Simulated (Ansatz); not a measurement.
A made-up structure of BH2S, doublet:

B1  (1.373, -0.366, 0.701)
S2  (-0.116, 0.031, -0.059)
H3  (-1.248, -0.634, 0.295)
H4  (-0.147, 1.005, -1.008)
(Å)

It is relaxed with PBE-D4/def2-SVP and then PBE0-D4/def2-TZVP (Ansatz 0.2.0). Atoms count as bonded within 1.22 times the sum of their covalent radii (H–H: 0.88 Å). The end point is not checked to be a true minimum.

Q: Does its bonding change? (A judgement: the text doesn't fix the answer.)

A: By the calculation: No: no bond forms or breaks.

Where it ends: The first stage lowers the energy by 0.75 eV in 8 steps. It ends as BH₂S ([B][SH2]):
```csv
atom,x (Å),y (Å),z (Å)
B1,1.5530,-0.4922,0.6939
S2,-0.1503,0.2664,0.2079
H3,-1.2324,-0.5560,0.0604
H4,-0.3084,0.8185,-1.0328
```

Labels in which every atom is bracketed show which atoms are joined, not bond orders.

For scale, one of the runs: PBE0-D4/def2-TZVP relaxation, 80 basis functions, launched by `ansatz run in.yaml --threads 2 --pin off --events-out ev --progress --plain --max-ram 4352MiB`. The run took about 13 s on 2 CPU threads of an Intel Xeon 6975P-C (shared host).
